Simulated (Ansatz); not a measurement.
# NOSi: the cost of one run

The runs use Ansatz 0.2.0, Gaussian basis; def2-QZVPP, core rule «outside noble gas», up to 7 orbitals frozen.

The runs, in order: UHF; ROHF; CCSD(T) on UHF.

## (1) What is computed

The geometry is a PBE0/def2-TZVP stationary point (not a proven minimum) of the parent state, kept for this charge and spin.

3 atoms, charge 1, spin multiplicity 5.

Atoms are counted from 1 here; the program's logs count them from 0.

Bond lengths: N1–O2 1.289 Å, O2–Si3 1.710 Å. Angles: N1–O2–Si3 128.1°.

## (2) UHF

File in.yaml:

```yaml
crystal:
  periodic: [false, false, false]
  atoms:
    - {symbol: N, position_ang: [0.000000, -0.294753, 1.597255]}
    - {symbol: O, position_ang: [0.000000, 0.427443, 0.529787]}
    - {symbol: Si, position_ang: [0.000000, -0.096502, -1.098380]}
basis:
  gaussian: {orbitals: "def2-QZVPP.json"}
total_charge: 1
magnetization: {spin_polarized: true, initial_magnetization: 4}
hamiltonian: {xc: hf}
output: {orbitals: {seedname: orbitals}}
```

Started as:

```
> ansatz run in.yaml --threads 1 --pin off --events-out ev --progress --plain --max-ram 2393MiB
```

Q: Estimate wall time and peak memory on 1 thread of Arm Neoverse V1, shared host.

About 19 s, with a peak of 0.4 GiB.
